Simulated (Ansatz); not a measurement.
Relaxed structures of CH5BMg, closed shell (PBE0-D4/def2-TZVP; forces vanish, vibrations not checked; lower isomers may exist, and structures with a doubtful reference or unclear bonds are left out; Å). Ansatz 0.2.0; basis: def2-TZVPP; cores frozen in the correlated methods. The outer core shell of Li, Na, Mg and K is correlated. The def2 sets are not built for correlating such inner shells, so the correlated values are less sure here.

(1) Rank them by CCSD(T) energy, lowest first, and give each one's height above the lowest. Links in brackets join atoms within 1.22 times the sum of their covalent radii (1.1 for two metals). (To be estimated.)
A.
CH₅BMg ([BH2][Mg][CH3])
```
8
angstrom
B -1.3493 1.3687 -1.5396
Mg -0.0951 0.0981 -0.1068
C 1.0500 -1.0648 1.1985
H -2.1978 0.9167 -2.2645
H -1.2336 2.5619 -1.6517
H 1.4140 -0.4855 2.0542
H 1.9316 -1.4879 0.7043
H 0.4801 -1.9073 1.6055
```
B.
CH₅BMg ([CH3][BH][MgH])
```
8
angstrom
B -0.4407 -0.2843 -0.3846
Mg -0.7861 1.8854 -1.0618
C 0.5114 -0.7809 0.7463
H -0.9832 -1.1769 -0.9937
H -1.0573 3.5039 -1.5738
H 0.8516 -0.0512 1.4826
H 1.4080 -1.0846 0.1723
H 0.1823 -1.6938 1.2540
```
C.
a complex of MgBH ([BH][Mg]) + CH₄
```
8
angstrom
B -0.9494 0.6669 -1.7374
Mg -1.6215 0.3759 0.5322
C 1.3102 -1.2219 1.0664
H -1.8052 1.2848 -2.3660
H 1.0084 -0.8142 0.0984
H 1.3617 -0.4279 1.8131
H 2.2967 -1.6746 0.9640
H 0.6027 -1.9855 1.3935
```

No T1 diagnostic of these runs exceeds 0.023. The restricted Hartree–Fock reference is unstable towards an unrestricted one at one or more of these structures. A large double-excitation amplitude points to some diradical character; no triplet was computed.

Results:

(1) Computed: B (0.00 kcal/mol), A (3.20 kcal/mol), C (47.51 kcal/mol). Heights count from the lowest.

For scale, one of the runs: CCSD(T)/def2-TZVPP, 164 basis functions, launched by `ansatz run in.yaml --threads 2 --pin off --events-out ev --progress --plain --max-ram 4352MiB`. Time: 34 s of wall clock on 2 CPU threads of an Arm Neoverse V2; the host was shared. Peak host memory: 1.4 GiB.
